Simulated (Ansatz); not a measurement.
# CO3: the cost of one run

Computed with Ansatz 0.2.0 (the levels named in each step, unless a step's input says otherwise).

### 1 The structure to begin with

Bond lengths: C1–O2 1.131 Å, O3–O4 1.215 Å.

Coordinates:

```xyz
4

C    -0.2342    0.5109   -1.6800
O     0.8687    0.7498   -1.6028
O    -0.8494   -0.2920    1.6332
O     0.1564   -0.8413    1.2309
```

### 2 A rough first relaxation, PBE-D4/def2-SVP

This run stands in another session on the same molecule. It ended at:

```xyz
4

C    -0.1522    0.5701   -1.5595
O     0.9211    0.7502   -1.9043
O    -0.9351   -0.4679    1.8046
O     0.1079   -0.7249    1.2404
```

### 3 Relaxation, HF/STO-3G

The input, input.yaml:

```yaml
crystal:
  periodic: [false, false, false]
  atoms:
    - { symbol: C, position_ang: [-0.15223824, 0.57007912, -1.55947161] }
    - { symbol: O, position_ang: [0.92110551, 0.75017597, -1.9043443] }
    - { symbol: O, position_ang: [-0.93511337, -0.46793893, 1.80459654] }
    - { symbol: O, position_ang: [0.10786611, -0.72493616, 1.24037938] }
magnetization:
  spin_polarized: true
  initial_magnetization: 2
basis:
  gaussian: { orbitals: STO-3G }
hamiltonian:
  xc: hf
relax:
  f_tol: 0.002
  max_steps: 150
```

Run with:

```console
$ ansatz run input.yaml --threads 2 --pin off --max-ram 5120MiB --backend cpu --events-out ev --progress --plain --runs-dir out
```

Q: Estimate wall time and peak memory on 2 threads of Arm Neoverse V1, shared host.

About 7.6 s, with a peak of 0.077 GiB.
